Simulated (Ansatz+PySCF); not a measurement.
A calculation with PySCF 2.14.0.

```python
from pyscf import gto, scf

mol = gto.M(atom="""
C 0.000000 0.000000 -0.604270
C 0.000000 0.000000 1.812810
H 0.000000 0.000000 -1.679250
H 0.000000 0.000000 2.887780
""", basis='sto-3g', charge=0, spin=0)
mf = scf.RHF(mol)
mf.init_guess = '1e'
mf.kernel()
while True:  # follow internal instabilities
    mo, _, stable, _ = mf.stability(return_status=True)
    if stable: break
    mf.kernel(mf.make_rdm1(mo, mf.mo_occ))
print(mf.converged, mf.e_tot, mf.spin_square()[0])
```

The script is written out from the run's settings.

Output:

```json
{
 "Converged": "yes",
 "Total energy": "-75.29258 hartree",
 "Spin squared of the determinant": "0.000"
}
```

Caution: an unrestricted determinant lies well below.
